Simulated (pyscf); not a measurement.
Thermochemistry of product channels of :N–F [triplet] + disilane (H₃Si–SiH₃) on the triplet surface, in eV, from CCSD(T)/def2-TZVPP + ΔMP2(QZVPP) energies (ideal gas, 1 atm, RRHO with modes under 100 cm⁻¹ raised to 100, one conformer, R ln 2 for chiral ones without a mode under 150 cm⁻¹). Single points on ωB97X-D3(BJ)/def2-SVP structures (PySCF, gas phase). Correlated levels are frozen-core, on RHF or UHF. ΔMP2 is the change of the MP2 total energy from the triple- to the quadruple-zeta basis.

| products | ΔE | ΔH(298 K) | ΔG(900 K) | ΔG(1200 K) |
|---|---|---|---|---|
| :N–SiH₃ [triplet] + F–SiH₃ | -2.91 | -2.89 | -2.87 | -2.84 |
| :N–SiH₂–SiH₃ [triplet] + hydrogen fluoride (HF) | -1.65 | -1.60 | -1.72 | -1.77 |

These are energies of the channels, which say nothing of barriers. :N–SiH₃ [triplet] lies 3.00 eV over its isomer H₂N–SiH: [singlet] (electronic energy, ωB97M-D3(BJ)). :N–SiH₂–SiH₃ [triplet] lies 3.47 eV over its isomer :HSi–NH–SiH₃ [singlet] (electronic energy, ωB97M-D3(BJ)). The CCSD(T) − MP2 part came from Ansatz, without density fitting, on the same reference.
